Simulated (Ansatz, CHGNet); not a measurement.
## Ladder of methods for the enthalpy of formation of rock-salt ZrC

Reference value: -1.019 eV/atom (measured, 298 K, copied from a table, unchecked, not corrected to a static lattice; as tabulated in Wang et al. (2021), doi:10.1038/s41598-021-94550-5).

What do CHGNet-r²SCAN, PBE, PBE-D3(BJ), r²SCAN+rVV10, PBE0 give, and how far is each from the reference?


```
level (code)           value (eV/atom)  difference (eV/atom)
---------------------  ---------------  --------------------
CHGNet-r²SCAN                   -1.017                +0.002
PBE (Ansatz)                    -0.859                +0.160
PBE-D3(BJ) (Ansatz)             -0.921                +0.098
r²SCAN+rVV10 (Ansatz)           -1.041                -0.022
PBE0 (Ansatz)                   -0.983                +0.036
```

Once the reference is moved by up to 0.100 eV/atom (a margin picked here for doubts on the reference and the settings, and for temperature and zero-point motion) and values within 0.010 eV/atom count as equal, the nearest can be CHGNet-r²SCAN (+0.002 eV/atom), r²SCAN+rVV10 (-0.022 eV/atom), PBE0 (+0.036 eV/atom) or PBE-D3(BJ) (+0.098 eV/atom). Within 0.3 eV/atom: CHGNet-r²SCAN, PBE, PBE-D3(BJ), r²SCAN+rVV10, PBE0.

The measured value isn't corrected to a static lattice, so vibrations enter the comparison.  Each level is taken at its own relaxed cell. Cutoffs and k meshes differ between the levels. Ansatz's density-functional and Hartree–Fock values are scalar-relativistic unless marked +SOC, with PAW data made under PBE.

Machine-learned potentials (CHGNet-r²SCAN) are trained on DFT data: a solid inside that data is no test of them.

Differences are worked out from the printed values.

Ansatz is a quantum-chemistry and plane-wave program.
